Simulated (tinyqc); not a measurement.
RHF in the sto-6g basis, for HF, spin multiplicity 1, step by step. One step of it, computed by the program tinyqc.

Question. Iteration 1: building the Fock matrix. J_ij = sum D_kl (ij|kl), K_ij = sum D_kl (ik|jl); F = H + J - 0.5 K; E = tr D H + tr D J / 2 - 0.25 tr D K + E_nn.

D at the start, lower triangle:
```
            1F 1s      1F 2s    1F 2px    1F 2py    1F 2pz     2H 1s
1F 1s    2.151346
1F 2s   -0.493087   2.135183
1F 2px   0.000000   0.000000  1.636846
1F 2py   0.000000   0.000000  0.000000  1.636846
1F 2pz   0.016196  -0.107943  0.000000  0.000000  1.491474
2H 1s   -0.012797   0.021401  0.000000  0.000000  0.158762  1.036825
```

core Hamiltonian H = T + V (hartree), lower triangle:
```
             1F 1s       1F 2s     1F 2px     1F 2py     1F 2pz      2H 1s
1F 1s   -41.067708
1F 2s    -9.158540  -11.026084
1F 2px    0.000000    0.000000  -8.806382
1F 2py    0.000000    0.000000   0.000000  -8.806382
1F 2pz   -0.019771   -0.216008   0.000000   0.000000  -8.956873
2H 1s    -2.491068   -4.809249   0.000000   0.000000  -2.963460  -5.899789
```

Two-electron integrals (ij|kl) in chemists' order, unique and non-zero (hartree):
```
(11|11) 5.406240   (21|11) 0.768129   (21|21) 0.138909   (22|11) 1.266271
(22|21) 0.283987   (22|22) 0.926367   (31|31) 0.029452   (32|31) 0.044681
(32|32) 0.204753   (33|11) 1.266273   (33|21) 0.283987   (33|22) 0.926366
(33|33) 0.998085   (41|41) 0.029452   (42|41) 0.044681   (42|42) 0.204753
(43|43) 0.053789   (44|11) 1.266273   (44|21) 0.283987   (44|22) 0.926366
(44|33) 0.890506   (44|44) 0.998085   (51|51) 0.029452   (52|51) 0.044681
(52|52) 0.204753   (53|53) 0.053789   (54|54) 0.053789   (55|11) 1.266273
(55|21) 0.283987   (55|22) 0.926366   (55|33) 0.890506   (55|44) 0.890506
(55|55) 0.998085   (61|11) 0.222008   (61|21) 0.038445   (61|22) 0.076746
(61|33) 0.076609   (61|44) 0.076609   (61|51) 0.001656   (61|52) 0.003215
(61|55) 0.077021   (61|61) 0.010819   (62|11) 0.499852   (62|21) 0.113491
(62|22) 0.405615   (62|33) 0.400253   (62|44) 0.400253   (62|51) 0.008064
(62|52) 0.057512   (62|55) 0.416338   (62|61) 0.031324   (62|62) 0.208853
(63|31) 0.013375   (63|32) 0.073832   (63|53) 0.012335   (63|63) 0.032721
(64|41) 0.013375   (64|42) 0.073832   (64|54) 0.012335   (64|64) 0.032721
(65|11) 0.310429   (65|21) 0.071553   (65|22) 0.273292   (65|33) 0.261172
(65|44) 0.261172   (65|51) 0.018065   (65|52) 0.112144   (65|55) 0.297532
(65|61) 0.020750   (65|62) 0.172645   (65|65) 0.175212   (66|11) 0.602102
(66|21) 0.139196   (66|22) 0.565222   (66|33) 0.545454   (66|44) 0.545454
(66|51) 0.014171   (66|52) 0.134814   (66|55) 0.604758   (66|61) 0.038826
(66|62) 0.351638   (66|65) 0.337809   (66|66) 0.774999
```

nuclear repulsion = 5.78687108 hartree

Give: Coulomb J; exchange K; Fock matrix F; total energy of this density.

Answer.

Coulomb J (hartree), lower triangle:
```
         1F 1s  1F 2s  1F 2px  1F 2py  1F 2pz  2H 1s
1F 1s   20.349
1F 2s    3.646  9.525
1F 2px   0.000  0.000   9.505
1F 2py   0.000  0.000   0.000   9.505
1F 2pz   0.012  0.135   0.000   0.000   9.563
2H 1s    1.017  4.176   0.000   0.000   2.869  5.949
```

exchange K (hartree), lower triangle:
```
         1F 1s  1F 2s  1F 2px  1F 2py  1F 2pz  2H 1s
1F 1s   11.318
1F 2s    1.810  3.222
1F 2px   0.000  0.000   2.299
1F 2py   0.000  0.000   0.000   2.299
1F 2pz   0.020  0.152   0.000   0.000   2.402
2H 1s    0.563  1.657   0.000   0.000   1.030  1.695
```

Fock matrix F (hartree), lower triangle:
```
          1F 1s   1F 2s  1F 2px  1F 2py  1F 2pz   2H 1s
1F 1s   -26.377
1F 2s    -6.418  -3.112
1F 2px    0.000   0.000  -0.451
1F 2py    0.000   0.000   0.000  -0.451
1F 2pz   -0.018  -0.157   0.000   0.000  -0.594
2H 1s    -1.756  -1.462   0.000   0.000  -0.610  -0.799
```

total energy of this density = -100.53052 hartree

This density is the starting one; it is not idempotent, so its energy is not variational and may lie below the converged one.
